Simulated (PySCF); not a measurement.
# How exact exchange moves a shielding

Molecule: `FBCl`, BClFH.

Numbering as in the mapped SMILES `[F:1][BH:2][Cl:3]`; H(Xn) means a hydrogen on atom n.

GIAO shieldings (ppm, equivalent atoms averaged) in PySCF on the PBE0-D3(BJ)/def2-SVP geometry, basis pcSseg-2, gas phase, non-relativistic:

| functional | exact exchange (%) | σ(F1) | σ(B2) | σ(Cl3) |
| --- | --- | --- | --- | --- |
| BLYP | 0 | 157.6 | 49.4 | 687.8 |
| BP86 | 0 | 156.6 | 52.4 | 695.5 |
| PBE | 0 | 153.2 | 51.4 | 693.3 |
| PBE0 | 25 | 181.0 | 57.1 | 730.0 |
| mPW1PW91 | 25 | 183.1 | 57.2 | 730.9 |
| BHandHLYP | 50 | 207.7 | 60.9 | 754.5 |
| HF | 100 | 248.3 | 74.4 | 812.8 |

(1) Fit each shielding as a line in the percentage of exact exchange.

(2) What does the line predict for B3LYP (20 %), and what does the run give?

Answers

(1) σ(F1) = 157.1 + 0.94 x (rms 2.5 ppm); σ(B2) = 51.0 + 0.23 x (rms 1.0 ppm); σ(Cl3) = 694.9 + 1.20 x (rms 4.1 ppm). The functionals also differ in their semilocal parts, which the line can't hold; Hartree–Fock has no correlation at all.

(2) σ(F1): 175.9 predicted, 179.1 computed; σ(B2): 55.6 predicted, 53.9 computed; σ(Cl3): 718.9 predicted, 716.5 computed ppm.
